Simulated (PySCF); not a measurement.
PySCF input (M06-2X/6-311+G**):

```python
from pyscf import gto, dft

mol = gto.M(
    atom='''
    C     1.53379673    0.72178748   -0.05598659
    C     0.05413916    0.71444552   -0.20590311
    S    -0.80245468   -0.74723182    0.15829164
    H    -2.04112453   -0.30969112   -0.11921902
    H    -0.44898370    1.46562804   -0.79670620
    H     1.90387340    1.74551367    0.02581078
    H     1.84946314    0.17840682    0.83876032
    H     2.04843123    0.25845385   -0.90997389
    ''',
    basis='6-311+g**',
    charge=0,
    spin=1,
    verbose=4,
)

mf = dft.UKS(mol, xc='m062x')
mf.grids.level = 4
mf.conv_tol = 1e-9
mf.max_cycle = 100
mf.max_memory = 1500
mf.kernel()
if not mf.converged:
    mf = mf.newton()
    mf.kernel(mf.make_rdm1())
mo, _, stable, _ = mf.stability(return_status=True)
if not stable:
    mf.kernel(mf.make_rdm1(mo, mf.mo_occ))
    stable = mf.stability(return_status=True)[2]
mf.dip_moment()
```

### Question
What final total energy does it give?

### Answer
-477.32016 Eh.
